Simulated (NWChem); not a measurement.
**One shape, several levels: BCl2 (SMILES Cl[B]Cl)**

Wanted: a comparison of 4 runs (UPBE0/def2-SVPD, UPBE0/def2-TZVP, UPBE0/def2-SVP, UPBE0/def2-TZVPD) of BCl2. 

The calculation is run with NWChem 7.3.0.

## 1. The system as given

BCl2 has 3 atoms, charge 0, and is taken as a doublet. SMILES: `Cl[B]Cl`. Geometry: relaxed at PBE0-D4/def2-TZVP.

Bond lengths: Cl1–B2 1.720 Å, B2–Cl3 1.720 Å. Angles: Cl1–B2–Cl3 125.4°.

## 2. The polarisability at UPBE0/def2-SVPD (run 1)

mymol.nw reads:

```
start mymol
title "BCl2 PBE0"
memory total 2200 mb

geometry units atomic noautosym nocenter noautoz
   Cl   0.70203326  -2.88296618   0.05669178
   B   -0.87664395  -0.09505322  -0.48547064
   Cl   0.15401268   2.85556515   0.40383447
end

basis spherical bse
   Cl library def2-SVPD
   B library def2-SVPD
end

dft
   xc pbe0
   mult 2
   grid fine
   convergence energy 1e-08
   iterations 100
   mulliken
   print low
end

property
   response 1 0
end

task dft property
```

The run is started by

```bash
$ nwchem mymol.nw > mymol.out
```

The log of the run:

```text
[...]
 d= 0,ls=0.0,diis     1   -944.5571088833 -1.05D+03  1.31D-02  1.06D-01     1.6
[...]
 d= 0,ls=0.0,diis    10   -944.6213985457 -9.49D-09  4.67D-07  2.64D-09    12.6
[...]
         Total DFT energy =     -944.621398545667
      One electron energy =    -1506.117728362565
           Coulomb energy =      519.309725791560
    Exchange-Corr. energy =      -60.172474354875
 Nuclear repulsion energy =      102.359078380213
[...]
      Total Density - Mulliken Population Analysis
     ---------------------------------------------
    Atom       Charge   Shell Charges
 -----------   ------   -------------------------------------------------------
    1 Cl  17    17.31   2.00  1.98  1.28  0.65  0.05  5.93  2.16  2.99  0.21  0.03  0.04
    2 B    5     4.38   1.99  0.91  0.00 -0.07  1.38  0.10  0.11 -0.03
    3 Cl  17    17.31   2.00  1.98  1.28  0.65  0.05  5.93  2.16  2.99  0.21  0.03  0.04
[...]
      <S2> =      0.7531 (Exact =     0.7500)
[...]
 Anisotropic =      21.2115571
[...]
```

Run time: 50 s. Hardware: 1 thread of Intel Xeon Platinum 8259CL at 2.50GHz (Skylake/Cascade Lake), shared host; peak memory 0.12 GiB.

## 3. The polarisability at UPBE0/def2-TZVP (run 2)

mymol.nw reads:

```
start mymol
title "BCl2"
memory 2200 mb
geometry units angstroms noautosym nocenter noautoz
Cl     0.371500    -1.525600     0.030000
B     -0.463900    -0.050300    -0.256900
Cl     0.081500     1.511100     0.213700
end
basis spherical bse
Cl library def2-TZVP
B library def2-TZVP
end
dft
xc pbe0
mult 2
grid fine
convergence energy 1e-08
maxiter 100
mulliken
print low
end
property
response 1 0
end
task dft property
```

The run is started by

```bash
$ nwchem mymol.nw > mymol.out
```

The log of the run:

```text
[...]
 d= 0,ls=0.0,diis     1   -944.8842435044 -1.05D+03  6.68D-03  2.39D-01     3.8
[...]
 d= 0,ls=0.0,diis    11   -944.9507111495 -8.17D-09  1.59D-07  2.10D-10    56.5
[...]
         Total DFT energy =     -944.950711149512
      One electron energy =    -1507.141314506482
           Coulomb energy =      520.064777099003
    Exchange-Corr. energy =      -60.233259617934
 Nuclear repulsion energy =      102.359085875901
[...]
      Total Density - Mulliken Population Analysis
     ---------------------------------------------
    Atom       Charge   Shell Charges
 -----------   ------   -------------------------------------------------------
    1 Cl  17    17.06   2.01  0.43  1.52  1.14  0.80  4.19  1.67  1.12  2.83  1.29  0.01  0.03  0.00
    2 B    5     4.88   0.91  1.06  0.54  0.50  0.09  0.83  0.67  0.10  0.05  0.11  0.02
    3 Cl  17    17.06   2.01  0.43  1.52  1.14  0.80  4.19  1.67  1.12  2.83  1.29  0.01  0.03  0.00
[...]
      <S2> =      0.7533 (Exact =     0.7500)
[...]
 Anisotropic =      22.6021694
[...]
```

It took 3.6 min on 1 thread of Intel Xeon Platinum 8259CL at 2.50GHz (Skylake/Cascade Lake), shared host; peak memory 0.12 GiB.

## 4. The polarisability at UPBE0/def2-SVP (run 3)

bcl2.xyz reads:

```xyz
3
BCl2
Cl     0.371500    -1.525600     0.030000
B     -0.463900    -0.050300    -0.256900
Cl     0.081500     1.511100     0.213700
```

bcl2.nw reads:

```
start bcl2
title "BCl2"
memory stack 880 mb heap 220 mb global 1100 mb

geometry units angstrom noautosym nocenter noautoz
  load bcl2.xyz
end

basis spherical bse
  Cl library def2-SVP
  B library def2-SVP
end

dft
  xc pbe0
  mult 2
  grid fine
  convergence energy 1e-08
  maxiter 100
  mulliken
  noprint "final vectors analysis"
end

property
  response 1 0
end

task dft property
```

The run is started by

```bash
$ nwchem bcl2.nw > bcl2.out
```

The log of the run:

```text
[...]
          Wavefunction type:  spin polarized.
          No. of atoms     :     3
          No. of electrons :    39
[...]
          Charge           :     0
          Spin multiplicity:     2
[...]
          AO basis - number of functions:    50
[...]
              XC Information
              --------------
                         PBE0 Method XC Functional
                     Hartree-Fock (Exact) Exchange  0.250
          PerdewBurkeErnzerhof Exchange Functional  0.750
            Perdew 1991 LDA Correlation Functional  1.000 local
           PerdewBurkeErnz. Correlation Functional  1.000 non-local
[...]
 d= 0,ls=0.0,diis     1   -944.5496330922 -1.05D+03  1.30D-02  9.86D-02     1.5
[...]
 d= 0,ls=0.0,diis    10   -944.6093193762 -6.53D-09  4.47D-07  8.83D-10    11.7
[...]
         Total DFT energy =     -944.609319376239
      One electron energy =    -1506.543129093220
           Coulomb energy =      519.786024033468
    Exchange-Corr. energy =      -60.211300192389
 Nuclear repulsion energy =      102.359085875901
[...]
      Total Density - Mulliken Population Analysis
     ---------------------------------------------
    Atom       Charge   Shell Charges
 -----------   ------   -------------------------------------------------------
    1 Cl  17    17.01   2.00  1.99  1.27  0.65  5.93  2.16  2.99  0.03
    2 B    5     4.97   1.99  0.89  0.22  1.38  0.38  0.11
    3 Cl  17    17.01   2.00  1.99  1.27  0.65  5.93  2.16  2.99  0.03
[...]
      <S2> =      0.7528 (Exact =     0.7500)
[...]
 Anisotropic =      20.6860824
[...]
```

Run time: 38 s. Hardware: 1 thread of Intel Xeon Platinum 8259CL at 2.50GHz (Skylake/Cascade Lake), shared host; peak memory 0.11 GiB.

## 5. The response to a field at UPBE0/def2-TZVPD (run 4)

bcl2.nw reads:

```
start bcl2
title "BCl2 polarizability"
memory stack 880 mb heap 220 mb global 1100 mb

geometry units atomic noautosym nocenter noautoz
  Cl  0.70203326 -2.88296618  0.05669178
  B  -0.87664395 -0.09505322 -0.48547064
  Cl  0.15401268  2.85556515  0.40383447
end

basis "ao basis" spherical bse
  * library def2-TZVPD
end

dft
  xc pbe0
  mult 2
  grid fine
  convergence energy 1e-08
  iterations 100
  mulliken
  noprint "final vectors analysis"
end

property
  response 1 0
end

task dft property
```

The run is started by

```bash
$ nwchem bcl2.nw > bcl2.out
```

The log of the run:

```text
[...]
          Wavefunction type:  spin polarized.
          No. of atoms     :     3
          No. of electrons :    39
[...]
          Charge           :     0
          Spin multiplicity:     2
[...]
          AO basis - number of functions:   129
[...]
              XC Information
              --------------
                         PBE0 Method XC Functional
                     Hartree-Fock (Exact) Exchange  0.250
          PerdewBurkeErnzerhof Exchange Functional  0.750
            Perdew 1991 LDA Correlation Functional  1.000 local
           PerdewBurkeErnz. Correlation Functional  1.000 non-local
[...]
 d= 0,ls=0.0,diis     1   -944.8839068459 -1.05D+03  4.13D-03  2.41D-01     7.0
[...]
 d= 0,ls=0.0,diis    11   -944.9517364214 -9.05D-09  1.19D-07  2.34D-10    63.6
[...]
         Total DFT energy =     -944.951736421394
      One electron energy =    -1507.071358028993
           Coulomb energy =      519.989008421269
    Exchange-Corr. energy =      -60.228465193882
 Nuclear repulsion energy =      102.359078380213
[...]
      Total Density - Mulliken Population Analysis
     ---------------------------------------------
    Atom       Charge   Shell Charges
 -----------   ------   -------------------------------------------------------
    1 Cl  17    17.18   2.01  0.43  1.52  1.13  0.84  0.07  4.19  1.67  1.12  2.83  1.27  0.03  0.01  0.03  0.01  0.00
    2 B    5     4.65   0.91  1.06  0.54  0.49 -0.05  0.01  0.83  0.68 -0.02  0.05  0.12 -0.00  0.02
    3 Cl  17    17.18   2.01  0.43  1.52  1.13  0.84  0.07  4.19  1.67  1.12  2.83  1.27  0.03  0.01  0.03  0.01  0.00
[...]
      <S2> =      0.7534 (Exact =     0.7500)
[...]
 Anisotropic =      21.6112893
[...]
```

It took 3.9 min on 1 thread of Intel Xeon Platinum 8259CL at 2.50GHz (Skylake/Cascade Lake), shared host; peak memory 0.13 GiB.

## 6. All runs side by side

```
run             level  energy (Eh)   ⟨S²⟩  mean polarisability (bohr³)  wall time
  1   UPBE0/def2-SVPD  -944.621399  0.753                         43.6       50 s
  2   UPBE0/def2-TZVP  -944.950711  0.753                         38.7    3.6 min
  3    UPBE0/def2-SVP  -944.609319  0.753                         30.0       38 s
  4  UPBE0/def2-TZVPD  -944.951736  0.753                         44.5    3.9 min
```

## 7. Summary of results

| quantity | value |
| --- | --- |
| run 4: total energy | -944.95174 Eh |
| run 4: dipole moment | 0.27 D |
| run 4: ⟨S²⟩ | 0.753 |
| run 4: mean static polarisability | 44.5 bohr³ |

**Reading.** Over the runs the total energy spans 9.318 eV. All runs together took 8.9 min, the longest 3.9 min.
